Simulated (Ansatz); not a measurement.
Cartesian coordinates in Å:
```
O 0.474 -0.785 -1.156
C 0.046 -0.423 0.086
C -0.095 0.850 0.414
F 0.089 1.868 -0.391
F -0.410 1.252 1.629
H 0.013 -1.583 -1.426
H -0.116 -1.179 0.844
```

The species carries charge 0 and has multiplicity 1.

Task: List the PBE0/def2-TZVPP orbital energies in eV (Ansatz 0.2.0). (An estimate is asked.)

Result: Ansatz gave: Occupied: -675.13, -675.12, -523.71, -282.50, -279.91, -36.09, -34.46, -29.93, -21.87, -18.10, -16.68, -15.59, -14.95, -14.77, -12.78, -12.64, -12.24, -11.80, -10.06, -6.83. Lowest empty: 0.64, 1.03, 2.34, 2.89, 3.47, 5.71, 6.10, 6.26.
